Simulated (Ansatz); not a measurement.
Frontier orbitals of F$_{2}$S (`FSF`).

Z-matrix (Å, degrees):
```
S
F 1 1.590
F 1 1.590 2 98.6
```

Total charge 0; spin multiplicity 1. The structure was optimised at the PBE0-D4/def2-TZVP level. Basis def2-TZVPP, the Gaussian-basis code of Ansatz.

```tsv
functional	HOMO (eV)	LUMO (eV)	gap (eV)
PBE	-5.65	-2.75	2.90
revPBE	-5.60	-2.65	2.95
PBE0	-7.18	-1.66	5.52
ωB97M-V	-9.49	0.65	10.14
HF	-10.78	2.48	13.26
```

What is the vertical ionisation energy at frozen-core CCSD(T)/CBS(def2)? (Best estimate.)

The calculation gave: 10.38 eV (T1 of the cation 0.025).

From PBE to PBE0 the HOMO moves by −1.53 eV and the LUMO by +1.09 eV, and with ωB97M-V by −3.83 and +3.40 eV, so the gap grows from 2.90 to 10.13 eV with exact exchange. A positive LUMO is unbound and depends on the basis. −ε(HOMO) differs from that ionisation energy by −4.72 eV with PBE and −0.89 eV with ωB97M-V.
